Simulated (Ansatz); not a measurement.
**Energy profile**

The step: SiH₄O ([OH][SiH3]) + SiH₂ → Si₂H₆O ([SiH3][O][SiH3]); bonds formed: Si1–H2; dative contacts that become bonds: Si1–O3; bonds broken: H2–O3 (atoms numbered as in the saddle structure below).

```
9
angstrom
Si -0.7622 -1.2993 -1.0472
H 0.7740 -0.7277 -1.2082
O 0.2582 0.2577 -0.7065
Si 0.6638 0.9010 0.7843
H -1.9635 -0.7499 -1.7523
H -1.2904 -1.6188 0.3222
H -0.5993 1.3026 1.4487
H 1.5560 2.0635 0.5662
H 1.3633 -0.1289 1.5930
```

Electronic energies by CCSD(T) at an estimated basis limit (MP2 extrapolated from triple and quadruple zeta, plus CCSD(T) − MP2 in triple zeta), on PBE0-D4/def2-TZVP structures; Si2H6O, closed shell; no counterpoise correction. Program: Ansatz 0.2.0. Basis: def2-TZVPP and def2-QZVPP. Cores are frozen in the correlated methods. Extrapolation: Hartree–Fock as exp(−7.88 √X), correlation as X^−2.97.

**Question.** Give the profile in kJ/mol, counted from the separated reactants. (To be estimated.)

**Answer.** The calculation gives:
```tsv
point	kJ/mol
separated: SiH2 (Si1, H5, H6; singlet) + SiH4O (linked as [OH][SiH3]; H2, O3, Si4, H7, H8, H9; singlet)	0.0
start structure	-71.8
saddle	16.1
end structure	-339.9
```

No T1 diagnostic of these runs exceeds 0.015. The restricted Hartree–Fock reference is unstable towards an unrestricted one at one or more of these structures.

Losses and insertions of silylenes and their heavier kin drive the gas-phase chemistry of silicon and germanium vapour deposition.

For scale, one of the runs: CCSD(T)/def2-TZVPP, 199 basis functions, launched by `ansatz run in.yaml --threads 2 --pin off --events-out ev --progress --plain --max-ram 4352MiB`. The run took 19 s on 2 CPU threads of an Intel Xeon 6975P-C (shared host), with 2.4 GiB of host memory at its peak.
